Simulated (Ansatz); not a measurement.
```yaml
crystal:
  periodic: [false, false, false]
  atoms:
    - {symbol: Sn, position_ang: [-0.108263, -0.191996, -0.011659]}
    - {symbol: O, position_ang: [1.659810, 0.070896, 0.048605]}
    - {symbol: O, position_ang: [-0.798163, 1.457169, 0.044189]}
    - {symbol: H, position_ang: [-0.926596, -1.643247, -0.099789]}
basis:
  gaussian: {orbitals: def2-TZVP}
magnetization: {spin_polarized: true, initial_magnetization: 1}
hamiltonian: {xc: pbe0}
relax: {f_tol: 0.004, max_steps: 80}
```

```sh
$ ansatz run in.yaml --threads 1 --pin off --events-out ev --progress --plain --max-ram 2176MiB
```

Steps of the relaxation (energy above the last step; positions in Å, forces in eV/Å):

```
4
step 1, 259.3 meV
Sn   -0.108   -0.192   -0.012   -1.651   -2.928   -0.178
O     1.660    0.071    0.049    3.127    0.368    0.102
O    -0.798    1.457    0.044   -1.303    2.866    0.094
H    -0.927   -1.643   -0.100   -0.173   -0.306   -0.019
```

```
4
step 2, 14.3 meV
Sn   -0.110   -0.194   -0.012   -0.242   -0.428   -0.026
O     1.730    0.053    0.050    0.447   -0.032    0.011
O    -0.850    1.508    0.045   -0.259    0.366    0.009
H    -0.944   -1.674   -0.102    0.054    0.095    0.006
```

```
4
step 3, 1.9 meV
Sn   -0.104   -0.185   -0.011    0.076    0.135    0.008
O     1.756    0.020    0.049   -0.014   -0.045   -0.002
O    -0.891    1.513    0.044   -0.032   -0.035   -0.002
H    -0.934   -1.656   -0.101   -0.031   -0.054   -0.003
```

```
4
step 6, 0.0 meV
Sn   -0.096   -0.170   -0.010    0.000    0.000    0.000
O     1.769   -0.004    0.048    0.000    0.000    0.000
O    -0.919    1.512    0.043    0.000    0.000    0.000
H    -0.928   -1.645   -0.100    0.000    0.000    0.000
```

Close pairs at the end: Sn1–H4 1.696 Å, Sn1–O2 1.873 Å, Sn1–O3 1.873 Å.

A stationary point of unrestricted PBE0 after 6 steps, with ⟨S²⟩ = 0.791 against 0.75 for a pure state; no frequencies were run, so it isn't proven a minimum. 60 s on 1 thread of Intel Xeon 6975P-C, shared host.
